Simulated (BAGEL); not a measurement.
**A workflow on singlet AlNH3O+**

Aim: a single-point energy (singlet AlNH3O+, HF/6-31G*), then the energy (doublet AlNH3O, NEVPT2(3,3)/6-31G*), then the energy (doublet AlNH3O, CASPT2(3,3)/6-31G*) of AlH3NO. 

The results are computed with BAGEL 1.2.2.

### Step 1. Starting point

The species is AlNH3O+ (6 atoms), meant as a singlet with charge +1. SMILES of the parent species: `[NH2][Al][OH]`. The N1–H4 distance was set to 1.362 Å, away from the relaxed value. That shape belongs to the parent species and isn't relaxed for this state.

Bond lengths: N1–Al2 1.769 Å, Al2–O3 1.705 Å, N1–H5 1.006 Å, O3–H6 0.956 Å. Angles: N1–Al2–O3 116.1°, Al2–N1–H5 125.0°, Al2–O3–H6 122.8°. A long bond or contact: N1–H4 1.362 Å.

### Step 2. A single-point energy at HF/6-31G(d) (density fitting with svp-jkfit, spherical functions) (run 1)

hf.json

```json
{ "bagel": [

{
  "title": "molecule",
  "basis": "6-31gs.json",
  "df_basis": "svp-jkfit",
  "angstrom": true,
  "geometry": [
    { "atom": "N", "xyz": [   -0.745254,    0.542540,   -0.797061 ] },
    { "atom": "Al", "xyz": [    0.773846,    0.903640,    0.034439 ] },
    { "atom": "O", "xyz": [    1.372746,   -0.316160,    1.064939 ] },
    { "atom": "H", "xyz": [   -1.434300,   -0.623600,   -0.657200 ] },
    { "atom": "H", "xyz": [   -1.216054,    1.163940,   -1.433061 ] },
    { "atom": "H", "xyz": [    2.184346,   -0.222760,    1.560539 ] }
  ]
},
{
  "title": "hf",
  "charge": 1
},
{
  "title": "print",
  "file": "orbitals.molden",
  "orbitals": true
}

]}
```

The basis set 6-31G* is read from a file made from the Basis Set Exchange's data (not shown).

The run is started by

```sh
BAGEL_NUM_THREADS=1 BAGEL hf.json > hf.out
```

Output:

```text
* using 1 threads per process

  ===============================================================
  ===============================================================

  *** Geometry ***

  { "atom" : "N", "xyz" : [     -1.408326,      1.025252,     -1.506227 ] },
  { "atom" : "Al", "xyz" : [      1.462357,      1.707632,      0.065080 ] },
  { "atom" : "O", "xyz" : [      2.594114,     -0.597456,      2.012443 ] },
  { "atom" : "H", "xyz" : [     -2.710434,     -1.178433,     -1.241928 ] },
  { "atom" : "H", "xyz" : [     -2.298009,      2.199528,     -2.708093 ] },
  { "atom" : "H", "xyz" : [      4.127816,     -0.420955,      2.948991 ] },

  Number of auxiliary basis functions:      336

  Since a DF basis is specified, we compute 2- and 3-index integrals:
    o Being stored without compression. Storage requirement is 0.007 GB

  Number of basis functions:       52
  Number of electrons      :       31

    * METHOD: MOLECULE                             0.06

  *** RHF ***

  === Nuclear Repulsion ===
    92.3738928101

      * DIIS with orbital gradients will be used.

  === RHF iteration (6-31gs.json) ===
      0       -372.37536188          0.03767413           0.01
      1       -372.51399255          0.02834630           0.01
      2       -372.65992486          0.00188850           0.01
      3       -372.66100384          0.00076831           0.01
      4       -372.66114095          0.00024127           0.01
      5       -372.66116286          0.00006391           0.01
      6       -372.66116601          0.00002442           0.01
      7       -372.66116654          0.00000804           0.01
      8       -372.66116660          0.00000257           0.01
      9       -372.66116660          0.00000140           0.01
     10       -372.66116660          0.00000037           0.01
     11       -372.66116660          0.00000011           0.01
     12       -372.66116660          0.00000005           0.01
     13       -372.66116660          0.00000002           0.01
     14       -372.66116660          0.00000001           0.01
    * SCF iteration converged.

    * Permanent dipole moment:
           (   -0.813294,    -1.796266,     0.381740) a.u.

    * METHOD: HF                                   0.17

    * METHOD: PRINT                                0.00

  ===============================================================
```

Wall time 0.4 s (1 thread of AMD EPYC 9R45 (Zen 5), shared host); peak memory 0.15 GiB.

### Step 3. Doublet neutral AlNH3O: a single-point energy at NEVPT2(3,3)/6-31G(d) (density fitting with svp-jkfit, spherical functions) (run 2)

input.json

```json
{ "bagel": [

{
  "title": "molecule",
  "basis": "6-31gs.json",
  "df_basis": "svp-jkfit",
  "angstrom": true,
  "geometry": [
    { "atom": "N", "xyz": [      -0.745254,       0.542540,      -0.797061 ] },
    { "atom": "Al", "xyz": [       0.773846,       0.903640,       0.034439 ] },
    { "atom": "O", "xyz": [       1.372746,      -0.316160,       1.064939 ] },
    { "atom": "H", "xyz": [      -1.434300,      -0.623600,      -0.657200 ] },
    { "atom": "H", "xyz": [      -1.216054,       1.163940,      -1.433061 ] },
    { "atom": "H", "xyz": [       2.184346,      -0.222760,       1.560539 ] }
  ]
},

{
  "title": "hf",
  "charge": 1
},

{
  "title": "casscf",
  "nstate": 1,
  "nact": 3,
  "nclosed": 14,
  "nspin": 1,
  "active": [14, 16, 21],
  "maxiter": 200,
  "natocc": true
},

{
  "title": "nevpt2",
  "nstate": 1,
  "nact": 3,
  "nclosed": 14,
  "nspin": 1,
  "active": [14, 16, 21],
  "maxiter": 200,
  "natocc": true,
  "ncore": 7
},

{
  "title": "print",
  "file": "orbitals.molden",
  "orbitals": true
}

]}
```

The basis set 6-31G* is read from a file made from the Basis Set Exchange's data (not shown).

The run is started by

```sh
BAGEL_NUM_THREADS=1 BAGEL input.json > input.out
```

Output:

```text
* using 1 threads per process

  ===============================================================
  ===============================================================

  *** Geometry ***

  { "atom" : "N", "xyz" : [     -1.408326,      1.025252,     -1.506227 ] },
  { "atom" : "Al", "xyz" : [      1.462357,      1.707632,      0.065080 ] },
  { "atom" : "O", "xyz" : [      2.594114,     -0.597456,      2.012443 ] },
  { "atom" : "H", "xyz" : [     -2.710434,     -1.178433,     -1.241928 ] },
  { "atom" : "H", "xyz" : [     -2.298009,      2.199528,     -2.708093 ] },
  { "atom" : "H", "xyz" : [      4.127816,     -0.420955,      2.948991 ] },

  Number of auxiliary basis functions:      336

[... 21 lines left out ...]
    * SCF iteration converged.
[... 1 line left out ...]
    * Permanent dipole moment:
[... 28 lines left out ...]
    * Second-order optimization converged. *
[... 5 lines left out ...]
      0  0      -372.94295897     6.10e-02      0.00
      1  0      -372.97446269     4.32e-03      0.00
      2  0      -372.97467066     8.32e-04      0.00
[... 4 lines of this table left out ...]
      7  0 *    -372.97467817     6.59e-16      0.00

     * ci vector, state   0, <S^2> = 0.7500
       2a.    -0.9851976709
       .a2    -0.1676129372

    * METHOD: CASSCF                               0.53

    * freezing 7 orbitals

  === DF-NEVPT2 calculation ===

    * 3-index integral transformation done
    * assembly done

      NEVPT2 correlation energy:   -0.3671601092      0.02

          (+0)     -0.2852655713
          (+0)'    -0.0262772688
          (+1)     -0.0125402599
          (+1)'    -0.0003902258
          (+2)     -0.0004676279
          (-1)     -0.0369706834
          (-1)'    -0.0008831239
          (-2)     -0.0043653482

      NEVPT2 total energy:       -373.3418382759

    * METHOD: NEVPT2                               0.05

    * METHOD: PRINT                                0.00

  ===============================================================
```

Wall time 0.98 s (1 thread of AMD EPYC 9R45 (Zen 5), shared host); peak memory 0.15 GiB.

### Step 4. Doublet neutral AlNH3O: the energy at CASPT2(3,3)/6-31G(d) (density fitting with svp-jkfit, spherical functions) (run 3)

job.json

```json
{ "bagel": [

{
  "title": "molecule",
  "basis": "6-31gs.json",
  "df_basis": "svp-jkfit",
  "angstrom": "true",
  "geometry": [
    { "atom": "N", "xyz": [   -0.745254,    0.542540,   -0.797061 ] },
    { "atom": "Al", "xyz": [    0.773846,    0.903640,    0.034439 ] },
    { "atom": "O", "xyz": [    1.372746,   -0.316160,    1.064939 ] },
    { "atom": "H", "xyz": [   -1.434300,   -0.623600,   -0.657200 ] },
    { "atom": "H", "xyz": [   -1.216054,    1.163940,   -1.433061 ] },
    { "atom": "H", "xyz": [    2.184346,   -0.222760,    1.560539 ] }
  ]
},
{ "title": "hf", "charge": 1 },
{ "title": "casscf", "nstate": 1, "nact": 3, "nclosed": 14, "nspin": 1, "active": [14, 16, 21], "maxiter": 200, "natocc": "true" },
{ "title": "print", "file": "orbitals.molden", "orbitals": "true" },
{ "title": "smith", "method": "caspt2", "ms": "true", "xms": "true", "sssr": "true", "shift": 0.2, "shift_imag": "true", "ncore": 7 }

]}
```

The basis set 6-31G* is read from a file made from the Basis Set Exchange's data (not shown).

The run is started by

```sh
BAGEL_NUM_THREADS=1 BAGEL job.json > job.out
```

Output:

```text
* using 1 threads per process

  ===============================================================
  ===============================================================

  *** Geometry ***

  { "atom" : "N", "xyz" : [     -1.408326,      1.025252,     -1.506227 ] },
  { "atom" : "Al", "xyz" : [      1.462357,      1.707632,      0.065080 ] },
  { "atom" : "O", "xyz" : [      2.594114,     -0.597456,      2.012443 ] },
  { "atom" : "H", "xyz" : [     -2.710434,     -1.178433,     -1.241928 ] },
  { "atom" : "H", "xyz" : [     -2.298009,      2.199528,     -2.708093 ] },
  { "atom" : "H", "xyz" : [      4.127816,     -0.420955,      2.948991 ] },

  Number of auxiliary basis functions:      336

[... 21 lines left out ...]
    * SCF iteration converged.
[... 1 line left out ...]
    * Permanent dipole moment:
[... 28 lines left out ...]
    * Second-order optimization converged. *
[... 11 lines left out ...]
     * ci vector, state   0, <S^2> = 0.7500
[... 16 lines left out ...]
    * Zeroth order energy : state  0       -1.1462556853
[... 4 lines left out ...]
       #      aibj      arbs      arbi      airj      risj      airs      arst      rist         Etot      error   time
[... 2 lines left out ...]
       0  -0.28474  -0.00529  -0.03817  -0.01345  -0.00063  -0.02368  -0.00095  -0.00040   -0.3673196  0.0023933   0.01
       1  -0.28485  -0.00534  -0.03830  -0.01355  -0.00068  -0.02418  -0.00099  -0.00042   -0.3682971  0.0004046   0.01
       2  -0.28486  -0.00534  -0.03828  -0.01355  -0.00068  -0.02421  -0.00099  -0.00042   -0.3683332  0.0000835   0.01
       3  -0.28486  -0.00534  -0.03828  -0.01355  -0.00068  -0.02421  -0.00099  -0.00042   -0.3683344  0.0000159   0.01
       4  -0.28486  -0.00534  -0.03828  -0.01355  -0.00068  -0.02421  -0.00099  -0.00042   -0.3683345  0.0000029   0.01
       5  -0.28486  -0.00534  -0.03828  -0.01355  -0.00068  -0.02421  -0.00099  -0.00041   -0.3683345  0.0000005   0.01

      ------------------------------------------------------------------------------------------------------------------

    * CASPT2 energy : state  0     -373.3448542913
        w/o shift correction       -373.3430126478
        reference weight              0.8946747993

    * METHOD: SMITH                                0.10

  ===============================================================
```

Run time: 1.1 s. Hardware: 1 thread of AMD EPYC 9R45 (Zen 5), shared host; peak memory 0.15 GiB.

### Step 5. What came out

```
                                   quantity          value
             run 1, HF/6-31G*: total energy  -372.66117 Eh
              run 1, HF/6-31G*: HOMO energy      -16.26 eV
              run 1, HF/6-31G*: LUMO energy       -7.10 eV
            run 1, HF/6-31G*: HOMO–LUMO gap        9.16 eV
doublet neutral AlNH3O, run 2: total energy  -373.34184 Eh
doublet neutral AlNH3O, run 3: total energy  -373.34485 Eh
```
